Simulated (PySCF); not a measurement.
# Vibration and rotation of LiC

UHF-CCSD(T) constants of LiC, ⁴Σ⁻ (quartet), unpaired electrons σ ↑, π ↑↑ (basis Li x2c-TZVPPall, C x2c-TZVPPall; spin-free X2C with a Gaussian nucleus; PySCF 2.14; masses 7.0160 and 12.0000 u):

- ωe: 698.0 cm⁻¹
- ωexe: 5.89 cm⁻¹
- Be: 1.068 cm⁻¹
- αe: 0.0146 cm⁻¹
- De to Li + C: 2.52 eV

What force constant and bond length do these constants imply?

Reduced mass μred = 4.4274 u; k = 5.8918×10⁻⁷·μred·ωe² (u, cm⁻¹, mdyn/Å) = 1.27 mdyn/Å; Re = √(16.8576/(μred·Be)) (u, cm⁻¹, Å) = 1.888 Å.

Estimate the centrifugal constant D from the Kratzer relation and find the Dunham coefficient a1.

D = 4Be³/ωe² = 1e-05 cm⁻¹; a1 = −1 − αeωe/(6Be²) = -2.49.

Correlated steps freeze 1 core orbital. The state is the lowest determinant that a PBE0 search found; another state may lie lower at other levels.
